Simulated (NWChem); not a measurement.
All runs are NWChem calculations. System: oxygen (O$_{2}$), charge 0, spin multiplicity 3, at a geometry optimised with UB3LYP/def2-SVP. Its SCF solution wasn't tested for a lower state. Level: UMP2/def2-TZVP, 2 core orbitals frozen.

Job file:

```
start mol
memory heap 200 mb stack 900 mb global 1100 mb
geometry units angstroms nocenter noautoz
  O      0.000000     0.000000     0.599976
  O      0.000000     0.000000    -0.599976
  symmetry group D2h
end
basis spherical
  * library def2-tzvp
end
scf
  uhf
  nopen 2
  maxiter 100
  thresh 1e-7
  semidirect memsize 60000000 filesize 0
  # guess.movecs holds the orbitals of an unrestricted PBE0 run
  vectors input guess.movecs output mol.movecs
end
mp2
  freeze core 2
end
task mp2 energy
```

NWChem printed:

```
             Northwest Computational Chemistry Package (NWChem) 7.3.0
             --------------------------------------------------------

                                NWChem Input Module
                                -------------------

 Scaling coordinates for geometry "geometry" by  1.889725989
 (inverse scale =  0.529177249)

 Turning off AUTOSYM since
 SYMMETRY directive was detected!

                             Geometry "geometry" -> ""
                             -------------------------

 Output coordinates in angstroms (scale by  1.889725989 to convert to a.u.)

  No.       Tag          Charge          X              Y              Z
 ---- ---------------- ---------- -------------- -------------- --------------
    1 O                    8.0000     0.00000000     0.00000000     0.59997600
    2 O                    8.0000     0.00000000     0.00000000    -0.59997600

 Effective nuclear repulsion energy (a.u.)      28.2239155699

            Nuclear Dipole moment (a.u.)
            ----------------------------
        X                 Y               Z
 ---------------- ---------------- ----------------
     0.0000000000     0.0000000000     0.0000000000

      Symmetry information
      --------------------

 Group name             D2h
 Group number             26
 Group order               8
 No. of unique centers     1

      Symmetry unique atoms

     1


 Summary of "ao basis" -> "" (spherical)
 ------------------------------------------------------------------------------
       Tag                 Description            Shells   Functions and Types
 ---------------- ------------------------------  ------  ---------------------
 *                         def2-tzvp                  on all atoms

 Summary of "ao basis" -> "ao basis" (spherical)
 ------------------------------------------------------------------------------
       Tag                 Description            Shells   Functions and Types
 ---------------- ------------------------------  ------  ---------------------
 O                         def2-tzvp                11       31   5s3p2d1f

                                 NWChem SCF Module
                                 -----------------

  ao basis        = "ao basis"
  functions       =    62
  atoms           =     2
  alpha electrons =     9
  beta  electrons =     7
  charge          =   0.00
  wavefunction    = UHF
  use symmetry    = T
  symmetry adapt  = T

 Summary of "ao basis" -> "ao basis" (spherical)
 ------------------------------------------------------------------------------
       Tag                 Description            Shells   Functions and Types
 ---------------- ------------------------------  ------  ---------------------
 O                         def2-tzvp                11       31   5s3p2d1f

      Symmetry analysis of basis
      --------------------------

        ag         14
        au          3
        b1g         3
        b1u        14
        b2g         7
        b2u         7
        b3g         7
        b3u         7

 Forming initial guess at       0.0s

   Symmetry analysis of molecular orbitals - initial alpha
   -------------------------------------------------------

  Numbering of irreducible representations:

     1 ag          2 au          3 b1g         4 b1u         5 b2g
     6 b2u         7 b3g         8 b3u

  Orbital symmetries:

     1 ag          2 b1u         3 ag          4 b1u         5 b3u
     6 b2u         7 ag          8 b2g         9 b3g        10 b1u
[...]
    2 O    8     8.00   0.79  1.18  0.62  0.96  0.34  1.75  1.76  0.54  0.01  0.05  0.01

  Mulliken analysis of the alpha density
  --------------------------------------

    Atom       Charge   Shell Charges
 -----------   ------   -------------------------------------------------------
    1 O    8     4.50   0.40  0.59  0.33  0.49  0.15  1.17  1.09  0.26  0.00  0.02  0.00
    2 O    8     4.50   0.40  0.59  0.33  0.49  0.15  1.17  1.09  0.26  0.00  0.02  0.00

   Mulliken analysis of the beta density
   -------------------------------------

    Atom       Charge   Shell Charges
 -----------   ------   -------------------------------------------------------
    1 O    8     3.50   0.40  0.59  0.29  0.47  0.19  0.58  0.67  0.28  0.00  0.03  0.00
    2 O    8     3.50   0.40  0.59  0.29  0.47  0.19  0.58  0.67  0.28  0.00  0.03  0.00

   Mulliken analysis of the spin density
   -------------------------------------

    Atom       Charge   Shell Charges
 -----------   ------   -------------------------------------------------------
    1 O    8     1.00   0.00 -0.00  0.04  0.02 -0.03  0.59  0.42 -0.02 -0.00 -0.01 -0.00
    2 O    8     1.00   0.00 -0.00  0.04  0.02 -0.03  0.59  0.42 -0.02 -0.00 -0.01 -0.00

       Multipole analysis of the density wrt the origin
       ------------------------------------------------

     L   x y z        total         alpha         beta         nuclear
     -   - - -        -----         -----         ----         -------
     0   0 0 0     -0.000000     -9.000000     -7.000000     16.000000

     1   1 0 0     -0.000000     -0.000000     -0.000000      0.000000
     1   0 1 0      0.000000      0.000000     -0.000000      0.000000
     1   0 0 1     -0.000000     -0.000000      0.000000      0.000000

     2   2 0 0     -7.419079     -4.110251     -3.308828      0.000000
     2   1 1 0      0.000000     -0.000000      0.000000      0.000000
     2   1 0 1      0.000000     -0.000000      0.000000      0.000000
     2   0 2 0     -7.419079     -4.110251     -3.308828      0.000000
     2   0 1 1     -0.000000     -0.000000     -0.000000      0.000000
     2   0 0 2     -7.715090    -15.900024    -12.382751     20.567685

                   NWChem MP2 Semi-direct Energy/Gradient Module
                   ---------------------------------------------

  Basis functions       =     62
  Molecular orbitals    =     62
  Frozen core           =      2
  Frozen virtuals       =      0
  Active alpha occupied =      7
  Active beta occupied  =      5
  Active alpha virtual  =     53
  Active beta virtual   =     55
  Use MO symmetry       = T
  Use skeleton AO sym   = T

  AO/Fock/Back tols     =   1.0D-09  1.0D-09  1.0D-09

 GA uses MA = F    GA memory limited = T

 Available:
  local mem=  1.26D+08
 global mem=  1.44D+08
 local disk=  0.00D+00
  mp2_memr nvloc                    53
  nvloc new                    53
   1 passes of   7:        4194304                      26384                   2466377.
   1 passes of   7: M    126153898           G      144171512           F     121959594.

 Semi-direct pass number   1 of   1  for UHF alpha       at        0.3s
  vrange nnbf                  1950
  mp2_eaftype                    10  avail_ma_in_mb                  1099
 EAF : mp2_eaftype filesize          10    1233188.
  mp2_eaf for mointskh                     10
Node 0 wrote      5.8 Mb in      0.0 s     Agg I/O rate:  2626.6 Mb/s
 Done moints_semi at        0.5s
  mp2_eaftype                    10  avail_ma_in_mb                  1089
 EAF : mp2_eaftype filesize          10    1233188.
  mp2_eaf for kh                    10
 Done maket at        0.5s
 Done multipass loop at        0.5s

 GA uses MA = F    GA memory limited = T

 Available:
  local mem=  1.26D+08
 global mem=  1.44D+08
 local disk=  0.00D+00
  mp2_memr nvloc                    55
  nvloc new                    55
   1 passes of   5:        4194304                      21586                   1829897.
   1 passes of   5: M    126153898           G      144171512           F     121959594.

 Semi-direct pass number   1 of   1  for UHF beta        at        0.6s
  vrange nnbf                  1950
  mp2_eaftype                    10  avail_ma_in_mb                  1099
 EAF : mp2_eaftype filesize          10     914948.
  mp2_eaf for mointskh                     10
Node 0 wrote      4.3 Mb in      0.0 s     Agg I/O rate:  3335.7 Mb/s
 Done moints_semi at        0.8s
  mp2_eaftype                    10  avail_ma_in_mb                  1089
 EAF : mp2_eaftype filesize          10     914948.
  mp2_eaf for kh                    10
 Done maket at        0.8s
 Done multipass loop at        0.8s

          -------------------------------------------
          SCF energy                -149.684474559248
          Correlation energy          -0.430135446596
          Singlet pairs                0.000000000000
          Triplet pairs                0.000000000000
          Total MP2 energy          -150.114610005844
          -------------------------------------------

          ---------------------------------------------------
                    Spin Component Scaled (SCS) MP2
          Same spin pairs                     -0.124357044572
          Same spin scaling factor             0.333333333333
          Opposite spin pairs                 -0.305778402024
          Opposite spin scaling fact.          1.200000000000
          SCS-MP2 correlation energy          -0.408386430620
          Total SCS-MP2 energy              -150.092860989868
          ---------------------------------------------------

 -----------------------
 Performance information
 -----------------------

 Timer overhead =  1.42D-07 seconds/call

               Nr. of calls         CPU time (s)                 Wall time (s)                GFlops
             ---------------    -------------------     ------------------------------   -------------------
Name         Min   Avg   Max    Min     Avg     Max     Min     Avg     Max   Mx/calls   Min     Max     Sum
mp2: moin     2     2     2   0.51    0.51    0.51     0.51    0.51    0.51    0.26      0.0     0.0     0.0
mp2: make     2     2     2   3.32E-2 3.32E-2 3.32E-2  3.32E-2 3.32E-2 3.32E-2 1.66E-2   0.0     0.0     0.0
mp2: tota     1     1     1   0.59    0.59    0.59     0.59    0.59    0.59    0.59      0.0     0.0     0.0

 The average no. of pstat calls per process was 5.00D+00
 with a timing overhead of 7.11D-07s

 Task  times  cpu:        0.8s     wall:        0.8s

 Total times  cpu:        0.8s     wall:        0.8s
```
